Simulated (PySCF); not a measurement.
Compound: acetamide, C2H5NO.
Numbering: `[CH3:1][C:2]([NH2:3])=[O:4]` (hydrogens: H5, H6, H7 on C1; H8, H9 on N3)

An MMFF94s structure was refined with PySCF 2.14.0, PBE0-D3(BJ)/def2-SVP geometry optimisation, gas phase. Its MMFF94s values:

```json
{"coordinate": "C1–C2", "MMFF94s": "1.502 Å"}
{"coordinate": "C1–H5", "MMFF94s": "1.093 Å"}
{"coordinate": "C2–N3", "MMFF94s": "1.361 Å"}
{"coordinate": "C2=O4", "MMFF94s": "1.225 Å"}
{"coordinate": "N3–H8", "MMFF94s": "1.012 Å"}
{"coordinate": "C1–C2–O4", "MMFF94s": "123.2°"}
{"coordinate": "C2–C1–H5", "MMFF94s": "109.0°"}
{"coordinate": "C2–C1–H6", "MMFF94s": "111.7°"}
{"coordinate": "C2–N3–H8", "MMFF94s": "117.6°"}
{"coordinate": "C2–N3–H9", "MMFF94s": "123.6°"}
{"coordinate": "N3–C2–O4", "MMFF94s": "121.3°"}
{"coordinate": "H5–C1–H6", "MMFF94s": "108.7°"}
{"coordinate": "H5–C1–H7", "MMFF94s": "109.6°"}
```

Task: How do these coordinates change at the PBE0-D3(BJ)/def2-SVP level?

Result: 
```tsv
coordinate	PBE0-D3(BJ)/def2-SVP (Å or °)	change
C2=O4	1.213	-0.012
C1–C2	1.514	+0.012
C1–H5	1.099	+0.006
C2–N3	1.360	-0.001
N3–H8	1.012	0.000
C2–C1–H6	114.3	+2.6
H5–C1–H7	107.0	-2.6
N3–C2–O4	122.5	+1.2
C1–C2–O4	122.0	-1.2
C2–N3–H9	122.8	-0.8
C2–C1–H5	108.4	-0.6
C2–N3–H8	118.1	+0.5
H5–C1–H6	109.2	+0.5
```

The energy falls by 0.44 kcal/mol over 6 energy and gradient evaluations, the largest force component goes from 0.0220 to 3.3e-05 Eh/bohr, and the atoms move by 0.027 Å rms after alignment. Among the bonds, C1–C2 and C2=O4 change most and about equally (-0.012 to +0.012 Å). Bonds longer at the end by more than 0.005 Å: 4 of 8; shorter: 1. Rotational constants go from 10856, 9349, 5189 to 10889, 9315, 5182 MHz.

The run used 81 basis functions and 38 SCF cycles in all. On one thread of an x86-64 server, no GPU, shared host, this took 8.6 s wall.

No frequency check.

The values belong to the conformer `[CH3:1][C:2]([NH2:3])=[O:4]`: H–N3–C2–C1 180°, H–N3–C2–C1 0°.
